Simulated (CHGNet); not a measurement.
Rock-salt HfN

Level of theory: the machine-learned potential CHGNet 0.3.0 (trained on PBE and PBE+U data).

Cell (relaxed at this level):

```
HfN
1.0
    0.00000     2.26615     2.26615
    2.26615     0.00000     2.26615
    2.26615     2.26615     0.00000
Hf N
1 1
Direct
  0.00000   0.00000   0.00000
  0.50000   0.50000   0.50000
```

```json
{
 "lattice_constant_a": "4.532 Å",
 "volume_per_atom": "11.64 Å³/atom"
}
```

Measured, for comparison: lattice constant a 4.524 Å, equilibrium volume per atom 11.57 Å³/atom (room temperature, no zero-point or thermal correction; as tabulated in Seo, Lee, Wen, Petrov, Greene, Gall, J. Appl. Phys. 96, 878 (2004)). Computed (rounded) less measured: lattice constant a +0.2 %, equilibrium volume per atom +0.6 %.

A machine-learned potential is trained on density-functional data: it inherits that level's misses and adds fitting errors of its own.

Note: the model gives imaginary modes for this phase (in the spectrum interpolated from a supercell).
